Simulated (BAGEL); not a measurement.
# SiH2SO (SMILES O[Si]S) at HF/6-31G(d) (density fitting with qzvpp-jkfit, spherical functions)

What is the energy change on altering one bond length of SiH2SO at HF/6-31G* (density fitting with qzvpp-jkfit, spherical functions)? 

The calculation is run with BAGEL 1.2.2.

1 further run of the same task is left out (set aside as unsound or not needed). Runs told in other sessions of the task aren't counted.

## Step 1: The system as given

SiH2SO has 5 atoms, charge 0, and is taken as a singlet. As SMILES, `O[Si]S`. The shape is that of a PBE0-D4/def2-TZVP optimisation. This is one conformer, not always the lowest.

Bond lengths: O1–Si2 1.646 Å, Si2–S3 2.176 Å, O1–H4 0.960 Å, S3–H5 1.346 Å. Angles: O1–Si2–S3 104.3°, Si2–O1–H4 123.1°, Si2–S3–H5 99.8°.

## Step 2: The energy at HF/6-31G(d) (density fitting with qzvpp-jkfit, spherical functions)

Input file job.json:

```json
{ "bagel" : [

{
  "title" : "molecule",
  "basis" : "6-31gs.json",
  "df_basis" : "qzvpp-jkfit",
  "angstrom" : true,
  "geometry" : [
    { "atom" : "O", "xyz" : [   -1.194700,   -0.658900,   -0.325800 ] },
    { "atom" : "Si", "xyz" : [   -0.956800,    0.951300,   -0.079500 ] },
    { "atom" : "S", "xyz" : [    1.167700,    1.118600,    0.360300 ] },
    { "atom" : "H", "xyz" : [   -0.489400,   -1.308100,   -0.267200 ] },
    { "atom" : "H", "xyz" : [    1.523000,   -0.176500,    0.270700 ] }
  ]
},
{
  "title" : "hf"
},
{
  "title" : "print",
  "file" : "orbitals.molden",
  "orbitals" : true
}

]}
```

The basis set 6-31G* is read from a file made from the Basis Set Exchange's data (not shown).

Launch:

```sh
$ BAGEL_NUM_THREADS=1 BAGEL job.json > job.out
```

Output:

```text
* using 1 threads per process

  ===============================================================
  ===============================================================

  *** Geometry ***

  { "atom" : "O", "xyz" : [     -2.257656,     -1.245141,     -0.615673 ] },
  { "atom" : "Si", "xyz" : [     -1.808090,      1.797696,     -0.150233 ] },
  { "atom" : "S", "xyz" : [      2.206633,      2.113848,      0.680868 ] },
  { "atom" : "H", "xyz" : [     -0.924832,     -2.471951,     -0.504935 ] },
  { "atom" : "H", "xyz" : [      2.878053,     -0.333537,      0.511549 ] },

  Number of auxiliary basis functions:      369

  Since a DF basis is specified, we compute 2- and 3-index integrals:
    o Being stored without compression. Storage requirement is 0.009 GB

  Number of basis functions:       54
  Number of electrons      :       40

    * METHOD: MOLECULE                             0.09

  *** RHF ***

  === Nuclear Repulsion ===
   133.9315817728

      * DIIS with orbital gradients will be used.

  === RHF iteration (6-31gs.json) ===
      0       -762.30900856          0.02636346           0.02
      1       -762.40858737          0.01871851           0.01
      2       -762.48079783          0.00175439           0.01
      3       -762.48245002          0.00046847           0.01
      4       -762.48261630          0.00014809           0.01
      5       -762.48263728          0.00004435           0.01
      6       -762.48263934          0.00001410           0.01
      7       -762.48263957          0.00000343           0.01
      8       -762.48263958          0.00000110           0.01
      9       -762.48263958          0.00000044           0.01
     10       -762.48263958          0.00000016           0.01
     11       -762.48263958          0.00000005           0.01
     12       -762.48263958          0.00000001           0.01
     13       -762.48263958          0.00000000           0.01
    * SCF iteration converged.

    * Permanent dipole moment:
           (   -0.210913,     0.842648,     0.062620) a.u.

    * METHOD: HF                                   0.26

    * METHOD: PRINT                                0.00

  ===============================================================
```

It took 0.5 s on 1 thread of Intel Xeon 6975P-C (Granite Rapids), shared host.

## Step 3: The distorted shape at the same level

Input file calc.json:

```json
{ "bagel" : [

{
  "title" : "molecule",
  "basis" : "6-31gs.json",
  "df_basis" : "qzvpp-jkfit",
  "angstrom" : true,
  "geometry" : [
    { "atom" : "O", "xyz" : [      -1.406288,      -0.464142,      -0.343380 ] },
    { "atom" : "Si", "xyz" : [      -1.168388,       1.146058,      -0.097080 ] },
    { "atom" : "S", "xyz" : [       0.956112,       1.313358,       0.342720 ] },
    { "atom" : "H", "xyz" : [      -0.489400,      -1.308100,      -0.267200 ] },
    { "atom" : "H", "xyz" : [       1.311412,       0.018258,       0.253120 ] }
  ]
},

{
  "title" : "hf"
},

{
  "title" : "print",
  "file" : "orbitals.molden",
  "orbitals" : true
}

]}
```

The basis set 6-31G* is read from a file made from the Basis Set Exchange's data (not shown).

Launch:

```sh
$ BAGEL_NUM_THREADS=1 BAGEL calc.json > calc.out
```

Output:

```text
* using 1 threads per process

  ===============================================================
  ===============================================================

  *** Geometry ***

  { "atom" : "O", "xyz" : [     -2.657499,     -0.877101,     -0.648894 ] },
  { "atom" : "Si", "xyz" : [     -2.207933,      2.165736,     -0.183455 ] },
  { "atom" : "S", "xyz" : [      1.806790,      2.481887,      0.647647 ] },
  { "atom" : "H", "xyz" : [     -0.924832,     -2.471951,     -0.504935 ] },
  { "atom" : "H", "xyz" : [      2.478210,      0.034503,      0.478327 ] },

  Number of auxiliary basis functions:      369

  Since a DF basis is specified, we compute 2- and 3-index integrals:
    o Being stored without compression. Storage requirement is 0.009 GB

  Number of basis functions:       54
  Number of electrons      :       40

    * METHOD: MOLECULE                             0.08

  *** RHF ***

  === Nuclear Repulsion ===
   132.5777363054

      * DIIS with orbital gradients will be used.

  === RHF iteration (6-31gs.json) ===
      0       -762.23755311          0.02789803           0.02
      1       -762.32141890          0.02271758           0.01
      2       -762.42826985          0.00202656           0.01
      3       -762.43035039          0.00057543           0.01
      4       -762.43058716          0.00018799           0.01
      5       -762.43061398          0.00005637           0.01
      6       -762.43061684          0.00001941           0.01
      7       -762.43061721          0.00000509           0.01
      8       -762.43061723          0.00000232           0.01
      9       -762.43061724          0.00000087           0.01
     10       -762.43061724          0.00000030           0.01
     11       -762.43061724          0.00000010           0.01
     12       -762.43061724          0.00000003           0.01
     13       -762.43061724          0.00000001           0.01
    * SCF iteration converged.

    * Permanent dipole moment:
           (   -0.275395,     0.880023,     0.054559) a.u.

    * METHOD: HF                                   0.27

    * METHOD: PRINT                                0.00

  ===============================================================
```

It took 0.5 s on 1 thread of Intel Xeon 6975P-C (Granite Rapids), shared host.

## Step 4: Summary of results

Level: HF/6-31G* (density fitting with qzvpp-jkfit, spherical functions).

```
                                                         quantity          value
                                        first shape: total energy  -762.48264 Eh
                                       first shape: dipole moment         2.21 D
                                         first shape: HOMO energy       -9.51 eV
                                         first shape: LUMO energy        1.44 eV
                                       first shape: HOMO–LUMO gap       10.95 eV
                                    distorted shape: total energy  -762.43062 Eh
                                   distorted shape: dipole moment         2.35 D
                                     distorted shape: HOMO energy       -9.44 eV
                                     distorted shape: LUMO energy        1.51 eV
                                   distorted shape: HOMO–LUMO gap       10.95 eV
energy change with the O1–H4 bond stretched from 0.960 to 1.248 Å       1.416 eV
```

With the O1–H4 bond stretched from 0.960 to 1.248 Å the energy rises by 1.42 eV (137 kJ/mol). The first shape isn't relaxed at this level, so the change isn't measured from a minimum.
